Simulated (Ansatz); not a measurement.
Job for Ansatz (a quantum-chemistry and plane-wave program): U-HF/def2-TZVPP on SiH2 (SMILES [SiH2], charge +1), 2S+1 = 2, atoms moved off the minimum. Charge +1.

Ansatz 0.2 input:
```yaml
crystal:
  periodic: [false, false, false]
  atoms:
    - {symbol: Si, position_ang: [0.02442545, 0.08974785, -0.00109968]}
    - {symbol: H, position_ang: [-1.29383072, -0.64068641, -0.01494579]}
    - {symbol: H, position_ang: [1.29375288, -0.69337689, -0.06319929]}
basis:
  gaussian:
    orbitals: def2-TZVPP
hamiltonian:
  xc: {name: HF}
total_charge: 1
magnetization: {spin_polarized: true, initial_magnetization: 1}
output: {forces: true}
```

The log:

```
WARN ansatz: RAYON_NUM_THREADS=1 ignored (pool sized by the plan → 1); use --threads N
Functional definition: HF
integrals: 0.01 GiB planned
451 factors; their error is unknown
mean field: 0.10 GiB planned
mean field evaluation 1: about -7883.4326 eV, gradient 7.2e0 eV
mean field evaluation 2: about -7883.9243 eV, gradient 2.4e0 eV
mean field evaluation 4: about -7884.0175 eV, gradient 2.0e-1 eV
mean field evaluation 8: about -7884.1295 eV, gradient 2.8e-4 eV
mean field -7884.12945851 eV, -289.7364135452 hartree, gradient 2.6e-5 eV, S^2 0.756647; 0 other end points of the search recorded, 0 dependent functions left out
the calculation of the forces begins
reference -7884.12945851 eV, -289.7364135452 hartree; 8, 7 occupied and 62, 63 virtual orbitals, 451 factors
Total energy: -7884.12945851 eV, -289.7364135452 hartree
Atom 0 at     0.024425     0.089748    -0.001100 Å, force    -0.230675    -0.608569    -0.026819 eV/Å
Atom 1 at    -1.293831    -0.640686    -0.014946 Å, force     0.598158     0.356164     0.007538 eV/Å
Atom 2 at     1.293753    -0.693377    -0.063199 Å, force    -0.367484     0.252405     0.019282 eV/Å
Dipole moment:     0.000972     0.021265     0.001062 e Å
```

The run converged.

Cost: about 0.19 core-seconds (a rough figure).
